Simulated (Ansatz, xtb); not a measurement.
# FH4PSi: where a starting geometry ends

The starting geometry of this gas-phase singlet has its atoms placed at random.

```xyz
7

F    -0.1260   -0.5278   -0.9806
P     0.4256    0.8581   -0.0114
Si   -1.0579   -0.0751    1.2896
H     0.2196    0.0217   -1.5313
H    -1.3992   -1.2174    0.1167
H     1.2295   -0.7803    0.4511
H    -1.2590   -0.3093   -0.5093
```

**Question.** Guess where an optimisation with r2SCAN-D4/def2-SVP ends from this start.

**Answer.** It falls apart into HPSi + FH + H2. Distances that change by over a tenth: F1–H4 (0.85 → 0.94 Å), P2–H4 (1.75 → 2.52 Å), Si3–H7 (1.83 → 3.80 Å). Contacts that open: F1–P2 (1.78 → 3.39 Å), Si3–H5 (1.67 → 4.22 Å). Contacts that close: P2–H6 (1.88 → 1.50 Å), H5–H7 (1.11 → 0.76 Å).

The energy falls by 9.24 eV over 35 steps:

```
step  E − E(last) (eV)
   1             9.241
   5             1.166
   9             0.335
  12             0.257
  16             0.154
  20             0.032
  24             0.007
  27             0.002
  31             0.000
  35             0.000
```

Final geometry (Å):

```xyz
7

F    -0.7136   -0.0686   -1.9165
P     1.4535    0.6575    0.5845
Si   -0.3763    1.6164    0.7547
H     0.0783    0.0182   -1.4236
H    -1.4456   -2.3948    0.0002
H     0.3414   -0.0146    1.3297
H    -1.3051   -1.8443   -0.5043
```

From the same start GFN2-xTB reaches the same bonding as this run.

From so rough a start the end depends on the optimiser's path, so another program may land elsewhere. The end wasn't checked by frequencies. Run with Ansatz 0.2.0, 45 s on 1 thread of Intel(R) Xeon(R) 6975P-C (Granite Rapids) (shared host).
